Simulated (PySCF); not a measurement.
# SH: changing the method

Starting from one script, swap the method and compare what comes out for SH.

Program: PySCF 2.14.0. Level of theory: method and basis as typed in the scripts. These are calculated values, not measurements.

1 further run of the same task is left out (it didn't finish).

## 1. The system as given

SH: 2 atoms, charge 0, spin multiplicity 2.

Bond lengths: H1–S2 1.240 Å.

## 2. Base script

Contents of input.py:

```python
from pyscf import gto, scf

mol = gto.M(
    atom='H 0 0 0; S 0 0 1.24',
    basis='def2-tzvpp',
    charge=0,
    spin=1,
    verbose=4,
)
mf = scf.UHF(mol)
mf.kernel()
mf.analyze()
print('orbital energies (hartree):', [e[max(0, n-3):n+3].round(4) for e, n in zip(mf.mo_energy, mol.nelec)])
```

The run is started by

```bash
$ OMP_NUM_THREADS=1 python input.py
```

The log of this run is left out.

Base result: E(SCF) = -398.093750 Eh, 11 cycles, ⟨S²⟩ = 0.764, μ = 0.92 D.

The bond length is a typed value, not an optimised one.

## 3. CCSD(T)

Edit 1 changes step after the SCF: analyze → ccsd(t).

Contents of input.py:

```python
from pyscf import gto, scf, cc

mol = gto.M(
    atom='H 0 0 0; S 0 0 1.24',
    basis='def2-tzvpp',
    charge=0,
    spin=1,
    verbose=4,
)
mf = scf.UHF(mol)
mf.kernel()
mycc = cc.CCSD(mf)
mycc.kernel()
mycc.ccsd_t()
mf.dip_moment()
print('orbital energies (hartree):', [e[max(0, n-3):n+3].round(4) for e, n in zip(mf.mo_energy, mol.nelec)])
```

The run is started by

```bash
$ OMP_NUM_THREADS=1 python input.py
```

## 4. Revtpss (UKS)

Edit 2 changes functional: none (Hartree–Fock) → revtpss; SCF type: UHF → UKS.

input.py, as its differences from that of step 2:

```diff
@@ -1,2 +1,2 @@
-from pyscf import gto, scf
+from pyscf import gto, dft
 
@@ -9,3 +9,3 @@
 )
-mf = scf.UHF(mol)
+mf = dft.UKS(mol, xc='revtpss')
 mf.kernel()
```

## 5. MP2

Edit 3 changes step after the SCF: analyze → mp2; frozen orbitals: none → 5.

Contents of input.py:

```python
from pyscf import gto, scf, mp

mol = gto.M(
    atom='H 0 0 0; S 0 0 1.24',
    basis='def2-tzvpp',
    charge=0,
    spin=1,
    verbose=4,
)
mf = scf.UHF(mol)
mf.kernel()
mp.MP2(mf, frozen=5).kernel()
mf.dip_moment()
print('orbital energies (hartree):', [e[max(0, n-3):n+3].round(4) for e, n in zip(mf.mo_energy, mol.nelec)])
```

## 6. CASCI (ROHF)

Edit 4 changes step after the SCF: analyze → casci; SCF type: UHF → ROHF; active space: none → 7 electrons in 8 orbitals.

Contents of input.py:

```python
from pyscf import gto, scf, mcscf

mol = gto.M(
    atom='H 0 0 0; S 0 0 1.24',
    basis='def2-tzvpp',
    charge=0,
    spin=1,
    verbose=4,
)
mf = scf.ROHF(mol)
mf.kernel()
mc = mcscf.CASCI(mf, 8, 7)
mc.kernel()
mc.analyze()
mf.dip_moment()
print('orbital energies (hartree):', mf.mo_energy[..., max(0, mol.nelec[1]-3):mol.nelec[0]+3].round(4))
```

Before running it: what results should come out? Wanted: for each run, E(SCF); from base; gap, α spin; SCF dipole; after the SCF.

**Answer**, as computed:

```
          run  E(SCF) (hartree)  from base (eV)  cycles  gap, α spin (eV)  SCF dipole (D)                           after the SCF
         base       -398.093750               0      11             14.96            0.92                                     n/a
      CCSD(T)       -398.093750          0.0000      11             14.96            0.92           CCSD(T) correlation -9.279 eV
revtpss (UKS)       -398.619598  not comparable       9              7.21            0.86                                     n/a
          MP2       -398.093750          0.0000      11             14.96            0.92  MP2 correlation -4.114 eV, core frozen
 CASCI (ROHF)       -398.088099         +0.1538       9               n/a            0.92             CASCI correlation -0.431 eV
```

Total energies of different functionals can't be compared with each other; differences within one functional can. The dearest run is “CCSD(T)”, at 20 s against 1.1 s.
